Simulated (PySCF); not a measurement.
# Al(NH3)H3: 4 charge schemes on one density

Al(NH3)H3.
Geometry (PBE0-D3(BJ)/def2-SVP, Å), atoms numbered from 1 in this order:
```
atom  x, y, z in Å
Al1   -0.0037    0.0037   -1.0818
N2     0.0027   -0.0044    0.9929
H3    -0.9450    0.0299    1.3714
H4     0.5094    0.8003    1.3649
H5     0.4496   -0.8444    1.3632
H6     1.5825   -0.0268   -1.3391
H7    -0.7707    1.3943   -1.3285
H8    -0.8247   -1.3525   -1.3430
```

Density: PBE0/pcSseg-1 (pcSseg-2 on Al) (PySCF); schemes: Mulliken, IAO, Hirshfeld and ESP-fitted. Isolated species at its PBE0-D3(BJ)/def2-SVP geometry, gas phase.

Atoms with like bonding are taken together and averaged. At which atom do the 4 schemes differ most?

At N2: from -0.605 (IAO) to -0.155 e (Hirshfeld), 0.450 e apart.

Do the Mulliken, IAO, Hirshfeld and ESP-fitted schemes agree on where the charge is lowest?

The schemes don't all agree: Mulliken N2 (-0.467); IAO N2 (-0.605); Hirshfeld H6/H7/H8 (-0.207); ESP-fitted N2 (-0.602).

For which atoms does the sign change between the 4 schemes (beyond +0.03 e in one, beyond −0.03 e in another)?

For none.

Tabulate the Mulliken, IAO, Hirshfeld and ESP-fitted charges.

In e; atoms taken as equivalent share a row and are averaged (×n: the atom named and its like, n in all):

```
    atom                    environment  Mulliken     IAO  Hirshfeld  ESP-fitted
     Al1  aluminium bonded to N and 3 H    +0.496  +0.429     +0.293      +0.709
      N2  nitrogen bonded to Al and 3 H    -0.467  -0.605     -0.155      -0.602
H3/H4/H5                 hydrogen on N2    +0.233  +0.289     +0.161      +0.295
H6/H7/H8                hydrogen on Al1    -0.242  -0.230     -0.207      -0.331
```

Mean size of the charges over all atoms: ESP-fitted 0.398 e, IAO 0.324 e, Mulliken 0.298 e, Hirshfeld 0.194 e. Each set sums to the total charge, 0, to within 0.001 e. The Hirshfeld scheme divides the density at each point in proportion to the densities of the neutral, spherically averaged free atoms.

How many electrons does the Hirshfeld scheme count on Al1?

Z − q = 13 − (+0.293) ≈ 12.706.

Sum the charges by element, for elements with more than one atom.

```csv
element,atoms,Mulliken,IAO,Hirshfeld,ESP-fitted
H,6,-0.029,+0.176,-0.139,-0.107
```
